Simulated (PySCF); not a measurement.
Stepwise substitution at one centre (C Cl-H). Isolated molecules, 0 K electronic values unless said otherwise. Strings in code marks are SMILES.

The numbers are results of PySCF with PBE-D3(BJ)/def2-TZVP // PBE0-D4/def2-TZVP, not measurements. Delta-SCF ions had no search for a lower state. Excitations are Tamm–Dancoff values on a coarser integration grid. The basis has no diffuse functions, so Rydberg states are missing or too high.

| species | vertical ionisation energy (Delta-SCF) (eV) | S1–T1 gap (TDA) (eV) |
|---|---|---|
| 1 of 4 Cl replaced by H (`ClC(Cl)Cl`) | 10.56 | 0.43 |
| 2 of 4 Cl replaced by H (`ClCCl`) | 10.60 | 0.50 |
| 3 of 4 Cl replaced by H (`CCl`) | 11.07 | 0.77 |
| 4 of 4 Cl replaced by H (`C`) | 13.95 | – |
